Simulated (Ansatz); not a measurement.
Basis-set extrapolation for C4H5NS, SMILES `Cc1nccs1` (PBE0-D4/def2-TZVP geometry, frozen core, the Gaussian-basis code of Ansatz). Multiplicity 1, RHF reference.

```
                      def2-TZVPP   def2-QZVPP
                 HF  -606.441073  -606.461331
    MP2 correlation    -1.020422    -1.090501
CCSD(T) correlation    -1.102629      not run
```

Energies in hartree. Use E(X) = E(∞) + A·exp(−7.88·√X) for Hartree–Fock and E(X) = E(∞) + B·X^(−2.97) for correlation, with X = 3 and 4, and add CCSD(T) minus MP2 of the smaller set to the MP2 limit.

Problem. What is the CCSD(T) energy at the basis-set limit?

Solution. HF limit: -606.461331 + (-0.020258) × 0.13774 = -606.46412. MP2 limit: -1.090501 + (-0.070079) × 0.74074 = -1.14241. Higher-order term: -1.102629 − (-1.020422) = -0.08221. Total: -607.68874 hartree, 380.8 kJ/mol below CCSD(T)/def2-TZVPP.
